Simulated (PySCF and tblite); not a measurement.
C4H9F, numbered as in [CH3:1][CH2:2][CH2:3][CH2:4][F:5].

Search: ETKDG and KDG, MMFF94s, GFN2-xTB, 90 starts; geometries at PBE0-D3(BJ)/def2-SVP. Energies: PBE0-D3(BJ)/def2-TZVP, with GFN2-xTB thermal terms (modes under about 100 cm⁻¹ blended into free rotors). Symmetry numbers and mirror images are counted. Conformers within 4 kcal/mol (GFN2-xTB free energy) were kept, 7 at most. Couplings: B3LYP/pcSseg-1 with pcJ-1 on H, F (gas phase; spin-dipole term only for pairs with B, N, F, Si or P). Couplings are for ¹⁹F, ¹H; a prime marks the second kind of pair between the same two sets of atoms. Codes: tblite and PySCF.

Torsions listed: C1–C2–C3–C4, C2–C3–C4–F5. Of a mirror pair one member is shown.

```
conformer       shape  weight %
        1  177°, -61°      49.8
        2  180°, 180°      18.6
        3  -62°, -56°      17.6
        4   64°, 175°       8.8
        5   69°, -67°       5.3
```

Give the couplings in each conformer and the averages at 298.15 K (pairs that fast motion interchanges averaged).


```tsv
coupling	pairs	1	2	3	4	average (Hz)
⁵J(H1,F5)	3	0.5	0.9	0.3	0.3	0.5
³J(H3,F5)	2	27.5	8.2	26.2	9.2	21.8
²J(H4,F5)	2	54.7	54.1	54.7	54.1	54.5
²J(H1,H1)	3	-14.2	-14.2	-14.3	-14.4	-14.2
³J(H1,H2)	6	8.2	8.1	8.3	8.4	8.2
²J(H2,H2)	1	-15.0	-14.6	-15.6	-16.0	-15.1
³J(H2,H3)	2	14.6	15.1	3.7	3.2	11.6
³J(H2,H3′)	2	4.2	4.2	9.5	10.1	5.7
²J(H3,H3)	1	-15.8	-13.7	-16.0	-14.3	-15.3
³J(H3,H4)	2	7.9	5.5	8.0	5.6	7.2
³J(H3,H4′)	2	3.2	13.6	4.2	13.8	6.4
²J(H4,H4)	1	-10.6	-10.2	-10.9	-10.1	-10.5
```

Computed couplings to fluorine can be off by tens of per cent at such levels.
